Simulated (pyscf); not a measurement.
Elementary routes open to `[GaH]=[AsH]` + `[SiH4]` in the gas phase (singlet surface):
A. `[SiH3][AsH][GaH2]` (H–Si broken; As–Si, Ga–H formed)
B. `[SiH3][Ga]=[AsH]` + `[H][H]` (Ga–H, H–Si broken; Ga–Si, H–H formed)

PySCF, gas phase, ωB97X-D3(BJ)/def2-SVP geometries.

Task: Rank the routes by free-energy barrier at 298 K, lowest first, for ωB97M-D3(BJ)/def2-TZVP energies (ideal gas, 1 atm, RRHO with modes under 100 cm⁻¹ raised to 100, one conformer, R ln 2 for chiral ones without a mode under 150 cm⁻¹).

Result: A (24.6 kcal/mol), B (50.8 kcal/mol)

Route A is the fastest of these, ahead of the next by 26.3 kcal/mol. The most stable products are those of A (ΔG = -18.4 kcal/mol), so kinetics and thermodynamics agree. At 1200 K A is still the fastest. A: On the reactant side the descent ends in a complex, 5.0 kcal/mol under the separated species and 13.6 kcal/mol under the saddle at ωB97X-D3(BJ)/def2-TZVP. B: On the reactant side the descent ends in a complex, 4.7 kcal/mol under the separated species and 44.0 kcal/mol under the saddle at ωB97X-D3(BJ)/def2-TZVP. Only these routes are compared; each barrier is that of the saddle found, and lower ones may exist. Elements up to Kr have no core potential and no relativistic terms here.
